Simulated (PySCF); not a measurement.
CH3C(CH3)2CH3, optimised at PBE/def2-SVP:

```xyz
17

C     -0.3876    -0.5356     1.3891
C     -0.0113     0.0002    -0.0062
C     -0.3827    -1.0457    -1.0756
C     -0.7796     1.3084    -0.2782
C      1.5046     0.2739    -0.0598
H     -1.4759    -0.7426     1.4603
H     -0.1318     0.1965     2.1835
H      0.1501    -1.4799     1.6160
H     -0.1233    -0.6888    -2.0943
H     -1.4708    -1.2651    -1.0628
H      0.1554    -2.0019    -0.9069
H     -1.8770     1.1443    -0.2463
H     -0.5332     2.0840     0.4769
H     -0.5301     1.7211    -1.2781
H      1.8048     1.0252     0.7003
H      2.0873    -0.6511     0.1328
H      1.8082     0.6619    -1.0546
```

Computed with PySCF (xtb for GFN2) and rigid-rotor harmonic-oscillator thermochemistry at 1 bar. 6-31G* has spherical d functions here. All species are closed-shell singlets. B3LYP is the form with VWN-RPA correlation.

**Question.** List the harmonic frequencies (cm⁻¹, unscaled) at this level and at the other levels, each on its own geometry.

**Answer.** 
- PBE/def2-SVP: 211, 278, 278, 278, 321, 321, 406, 406, 406, 727, 911, 911, 911, 918, 918, 918, 1037, 1037, 1228, 1228, 1228, 1330, 1330, 1330, 1366, 1400, 1400, 1400, 1409, 1409, 1439, 1439, 1439, 2956, 2956, 2956, 2964, 3045, 3045, 3045, 3045, 3045, 3050, 3050, 3050
- B3LYP/6-31G*: 206, 276, 276, 276, 328, 328, 416, 416, 416, 732, 934, 934, 934, 972, 972, 972, 1101, 1101, 1289, 1289, 1289, 1428, 1428, 1428, 1467, 1513, 1513, 1513, 1521, 1521, 1547, 1547, 1547, 3032, 3032, 3032, 3044, 3098, 3098, 3098, 3099, 3099, 3106, 3106, 3106
- GFN2-xTB: 164, 241, 241, 241, 324, 324, 421, 421, 421, 786, 966, 966, 966, 966, 966, 966, 1069, 1069, 1278, 1278, 1278, 1409, 1410, 1410, 1437, 1494, 1494, 1494, 1501, 1501, 1516, 1516, 1516, 3023, 3023, 3023, 3029, 3029, 3031, 3031, 3031, 3038, 3038, 3038, 3039
- HF/6-31G*: 221, 302, 302, 302, 352, 352, 447, 447, 447, 775, 1004, 1004, 1004, 1049, 1049, 1049, 1194, 1194, 1400, 1400, 1400, 1556, 1556, 1556, 1592, 1630, 1630, 1630, 1637, 1637, 1664, 1664, 1664, 3187, 3187, 3187, 3201, 3247, 3247, 3247, 3248, 3248, 3258, 3258, 3258
- PBE0/def2-TZVP: 204, 274, 274, 274, 326, 326, 409, 409, 409, 748, 943, 943, 943, 953, 953, 953, 1083, 1083, 1282, 1282, 1282, 1389, 1389, 1389, 1427, 1471, 1471, 1471, 1480, 1480, 1509, 1509, 1509, 3033, 3033, 3033, 3043, 3107, 3107, 3107, 3109, 3109, 3114, 3114, 3114
